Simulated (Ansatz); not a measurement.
Mg₂O⁺. The state is a doublet with charge 1. Geometry B3LYP-D4/def2-TZVP, that of the neutral singlet; atoms count from 1.

```xyz
3

Mg    0.899   -0.860    1.308
Mg   -0.900    0.860   -1.308
O     0.000    0.000    0.000
```

The structure comes from a short search, and lower isomers may exist.

(1) Estimate the Mulliken populations from the PBE0/def2-TZVP orbitals of Ansatz.

(2) Where does the spin sit?

(3) And the Mayer bond orders between bonded heavy atoms (over 0.3)?

Results:

(1) 
| atom | charge (e) | spin (α − β) |
| --- | --- | --- |
| Mg1 | 0.96 | 0.54 |
| Mg2 | 0.96 | 0.54 |
| O3 | -0.92 | -0.08 |
Mulliken values and Mayer orders depend strongly on the basis.

(2) Summed by element: Mg 1.08, O -0.08, of 1 unpaired in all. Largest on single atoms: Mg1 0.54, Mg2 0.54, O3 -0.08.

(3) Mg1–O3 0.87 (1.81 Å); Mg2–O3 0.87 (1.81 Å). Values over 0.3 also appear between atoms too far apart for a bond (Mg1–Mg2 0.44 at 3.61 Å); they arise where an orbital or an unpaired electron spreads over both atoms.
